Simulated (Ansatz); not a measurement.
Gas-phase electronic energies from Ansatz, PBE0-D4/def2-TZVP geometries. CCSD(T)/CBS adds triple-zeta CCSD(T) − MP2 to the extrapolated MP2 energy (def2 sets, frozen cores). This one scheme is used for every species, atoms too. DFT in def2-TZVPP. No spin–orbit coupling; open shells (•) take unrestricted orbitals. Spin–orbit coupling would lower the free atoms: a little for C, F, O. One conformer a species, not always the lowest.

Consider the atomization: `OC(O)(O)F` → C• + F• + 3 H• + 3 O•.

Task: What is ΔE at CCSD(T)/CBS? (An estimate is asked.)

Result: Computed: +32.77 eV.

Task: What do these levels give: revPBE-D4, B2PLYP, revPBE, r2SCAN, PBE0, MP2/def2-SVP, CCSD/def2-SVP, SCS-MP2/def2-TZVPP, CCSD/def2-TZVPP, CCSD(T)/def2-TZVPP, SCS-MP2/def2-QZVPP, MP2/CBS(def2)? (Estimate.)

Result: The calculation gave: revPBE-D4 32.60, B2PLYP 32.20, revPBE 32.15, r2SCAN 32.79, PBE0 32.51, MP2/def2-SVP 31.82, CCSD/def2-SVP 30.32, SCS-MP2/def2-TZVPP 32.35, CCSD/def2-TZVPP 31.01, CCSD(T)/def2-TZVPP 31.72, SCS-MP2/def2-QZVPP 33.03, MP2/CBS(def2) 34.08 eV.

Largest T1 diagnostic among the species: 0.011.

From PBE to PBE0 (25 % exact exchange), in def2-TZVPP and without D4, ΔE moves by −1.30 eV: exact exchange takes away binding that semilocal exchange gives to molecules. Leaving LDA and LC-ωPBE aside and taking each functional with its dispersion term where it has one, the values, not all of them listed here, spread over 3.39 eV, from BHLYP-D4 to PBE-D4. LDA lies +5.81 eV from PBE without D4, its usual overbinding.

For atomizations the MP2-based limit and the directly extrapolated one differ by several kJ/mol either way, and by 10 to 25 for some Ge, Se and Sn compounds, so smaller differences from it don't rank the levels.
